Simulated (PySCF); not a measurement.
## Orbital energies and ionisation energy

Species: CH3CF2CN, C3H3F2N.
Structure used (PBE0-D3(BJ)/def2-SVP), in Å, numbered top down from 1:
```
atom  x, y, z in Å
C1    -1.0136   -0.0098   -0.1785
C2     0.3979   -0.3874    0.1833
F3     0.8258   -1.4058   -0.5936
F4     0.4550   -0.8071    1.4651
C5     1.3504    0.7437    0.0253
N6     2.0586    1.6457   -0.1106
H7    -1.6490   -0.8942   -0.0334
H8    -1.3632    0.8042    0.4697
H9    -1.0619    0.3106   -1.2273
```

Level: CAM-B3LYP/def2-SVPD (PySCF). Frontier orbitals with their largest atomic shares (Löwdin; up to four atoms above 4 %):

| orbital | ε (eV) | main atoms |
| --- | --- | --- |
| HOMO−3 | -13.08 | N6 34 %, F4 15 %, F3 15 %, C1 13 % |
| HOMO−2 | -12.46 | N6 45 %, C5 16 %, F4 12 %, F3 12 % |
| HOMO−1 | -12.09 | N6 49 %, C5 40 % |
| HOMO | -11.98 | ? |
| LUMO | 0.72 | N6 36 %, C5 31 %, C2 12 %, F4 8 % |
| LUMO+1 | 0.82 | C5 32 %, N6 28 %, C2 14 %, C1 7 % |
| LUMO+2 | 1.05 | C1 28 %, C5 17 %, H8 11 %, H9 11 % |

**Question.** What vertical ionisation energy does ΔSCF give, and how far is −ε(HOMO) from it?

**Answer.** ΔSCF: 13.20 eV (1274 kJ/mol; threshold wavelength 93.9 nm); ⟨S²⟩ of the doublet left behind is 0.764, against 0.75 for a pure doublet. −ε(HOMO) is 11.98 eV, 1.22 eV below it. For the exact functional −ε(HOMO) would equal the first vertical ionisation energy; CAM-B3LYP (range-separated hybrid) falls short of its own ΔSCF value by 9 %. Holes in the HOMO−1 and HOMO−2 were tried too where these lie within 1.2 eV of the HOMO; the lowest converged state counts.

**Question.** On which atoms does the HOMO lie?

**Answer.** N6 (nitrile nitrogen) 46 %, C5 (nitrile carbon) 36 %, C1 (methyl carbon) 7 %, C2 (CF2 carbon) 5 %. The HOMO−1 lies 0.11 eV lower.

**Question.** Shift the occupied levels rigidly so that −ε(HOMO) equals the ΔSCF value. What binding energies result?

**Answer.** The shift is +1.22 eV: HOMO 13.20, HOMO−1 13.31, HOMO−2 13.68, HOMO−3 14.30 eV. A rigid shift is only a rough guide to the deeper ionisations.

**Question.** How many of the 10 lowest singlet excitations (vertical TDDFT, same level) lie below the ionisation energy?

**Answer.** All 10; they run from 7.49 to 10.39 eV.

Isolated species at its PBE0-D3(BJ)/def2-SVP geometry, gas phase.

These values come from a run that also computed excited states and ΔSCF ions. On one thread of an Arm Neoverse V1, on a shared host, this took 90 s and 0.65 GiB of memory at its peak.
